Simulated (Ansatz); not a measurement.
# Ag3Pd: the cost of one run

Program: Ansatz 0.2.0, Gaussian basis. Level of theory: the settings change from run to run. These are calculated values, not measurements.

2 further runs of the same task are left out: 2 set aside as unsound or not needed. Runs told in other sessions of the task aren't counted.

## (1) The relaxed structure

The structure was relaxed beforehand with r2SCAN-D4/def2-SVP. Pd, Ag take a core potential in def2 sets; no spin-orbit term is included.

4 atoms, charge 0, spin multiplicity 2.

Atoms are counted from 1 here; the program's logs count them from 0.

Bond lengths: Pd1–Ag2 2.627 Å, Pd1–Ag3 2.643 Å, Pd1–Ag4 2.644 Å, Ag2–Ag3 2.675 Å, Ag2–Ag4 2.676 Å. Angles: Ag2–Pd1–Ag3 61.0°, Ag2–Pd1–Ag4 61.0°, Ag3–Pd1–Ag4 118.1°, Pd1–Ag2–Ag3 59.8°, Pd1–Ag2–Ag4 59.8°, Ag3–Ag2–Ag4 115.8°, Pd1–Ag3–Ag2 59.2°, Pd1–Ag4–Ag2 59.2°.

Coordinates:

```xyz
4
Ag3Pd
Pd   -0.67679    0.85833   -0.73487
Ag    0.56775   -0.57570    1.08014
Ag   -1.84484   -1.32154    0.19713
Ag    1.95388    1.03891   -0.54240
```

## (2) PBE0/def2-mTZVP

Options: charge +1, multiplicity 1, unrestricted orbitals, the search for lower states set to full.

in.yaml reads:

```yaml
crystal:
  periodic: [false, false, false]
  atoms:
    - {symbol: Pd, position_ang: [-0.676786, 0.858329, -0.734875]}
    - {symbol: Ag, position_ang: [0.567752, -0.575703, 1.080143]}
    - {symbol: Ag, position_ang: [-1.844843, -1.321544, 0.197130]}
    - {symbol: Ag, position_ang: [1.953877, 1.038908, -0.542398]}
basis:
  gaussian: {orbitals: def2-mTZVP}
total_charge: 1
magnetization: {spin_polarized: true, initial_magnetization: 0}
hamiltonian: {xc: {name: PBE0}}
scf: {lower_state_search: full}
output: {forces: true}
```

Started as:

```console
ansatz run in.yaml --threads 4 --pin off --events-out ev --progress --plain --max-ram 3916MiB
```

Q: Estimate wall time and peak memory on 4 threads of Arm Neoverse V2, shared host.

About 40 s, with a peak of 0.74 GiB.
